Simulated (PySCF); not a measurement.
**Telling isomers of C$_{6}$H$_{6}$ apart by NMR**

[PySCF: J: B3LYP/pcJ-1 (spin–dipole term left out of most H,H and C,H couplings); NMR shieldings at PBE0/pcSseg-1/GIAO; coordinates at the PBE0-D3(BJ)/def2-SVP level; averaged over atoms made equivalent by symmetry, fast rotation or ring inversion; in vacuum; non-relativistic; single conformer]

Chemical shifts δ = σref − σ; ¹H (σ = 31.27 ppm), ¹³C (σ = 184.41 ppm) vs TMS, all at this level. Multiplet labels drop J under 1 Hz and among equivalent protons, and merge close values. Unscaled 3J(H,H) run several per cent high. Shifts are as computed. Against solution values, carbons near 30 ppm lie about +2 ppm off and those near 130 ppm about +5 ppm. Of 1211 compounds with measured shifts, 218 miss one by over three times the rms of a fit or turn the order of signals round; such compounds aren't used in these exercises.

(1) Tabulate the signals of `C1=CC2C=CC12`, `C1=CC2C3C1C23`, `C=C1C=CC=C1` and their relative energies.

(2) What is the quickest way to tell C1=CC2C=CC12 from C1=CC2C3C1C23?

(3) What is the quickest way to tell C1=CC2C3C1C23 from C=C1C=CC=C1?

(4) What is the quickest way to tell C1=CC2C=CC12 from C=C1C=CC=C1?

Answers

(1) 
```json
{"SMILES": "C1=CC2C=CC12", "carbon types": "6×CH", "δC": "153.7, 53.0", "δH": "6.86 (m, 4H), 3.90 (m, 2H)", "E rel. (kcal/mol)": "43.0"}
{"SMILES": "C1=CC2C3C1C23", "carbon types": "6×CH", "δC": "142.0, 52.7, 37.5", "δH": "6.18 (t, 2H), 3.97 (t, 2H), 1.65 (quint, 2H)", "E rel. (kcal/mol)": "35.2"}
{"SMILES": "C=C1C=CC=C1", "carbon types": "1×C 4×CH 1×CH2", "δC": "159.5, 141.4, 133.7, 130.6", "δH": "6.61 (m, 2H), 6.30 (d, 2H), 6.08 (m, 2H)", "E rel. (kcal/mol)": "0.0"}
```

Energies are electronic energies at PBE0/pcSseg-1 on these geometries, without zero-point or thermal terms, each for the one conformer computed, which needn't be the lowest.

(2) Count the carbon signals: 2 against 3. The first has an alkene CH at 153.7 ppm, the second a three-membered-ring carbon (CH) at 37.5 ppm. Their most deshielded carbons lie at 153.7 and 142.0 ppm. In the proton spectra the most deshielded non-exchanging signals are 6.86 (m, 4H) and 6.18 (t, J = 1.6 Hz, 2H).

(3) Count the carbon signals: 3 against 4. The first has a three-membered-ring carbon (CH) at 52.7 ppm, the second a fully substituted alkene carbon (C) at 159.5 ppm. Their most deshielded carbons lie at 142.0 and 159.5 ppm. In the proton spectra the most deshielded non-exchanging signals are 6.18 (t, J = 1.6 Hz, 2H) and 6.61 (m, 2H).

(4) Count the carbon signals: 2 against 4. The first has an allylic sp3 CH at 53.0 ppm, the second a fully substituted alkene carbon (C) at 159.5 ppm. Their most deshielded carbons lie at 153.7 and 159.5 ppm.
